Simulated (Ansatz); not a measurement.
For hcp K (model structure), PBEsol (Ansatz, a program for electronic structure, plane waves, PAW) gives:

| Item | Result |
|---|---|
| equilibrium lattice constant a | 4.655 Å |
| lattice parameter c | 7.591 Å |

Problem. What does r²SCAN in Ansatz (plane waves, PAW) give for the same quantities?

Solution. 
- lattice constant a: 4.774 Å (increases by 2.6 %)
- lattice parameter c: 7.798 Å (increases by 2.7 %)

Changes are worked out from the printed values.

Unless a cell is named, each level is at its own relaxed cell (PBEsol 71.21, r²SCAN 76.97 Å³/atom).

Ansatz's density-functional and Hartree–Fock values are scalar-relativistic unless marked +SOC, with PAW data made under PBE.

A model structure was made by putting elements into a prototype or built by hand; it is no filed structure, need not be a known phase, and can be a saddle point held by its symmetry.
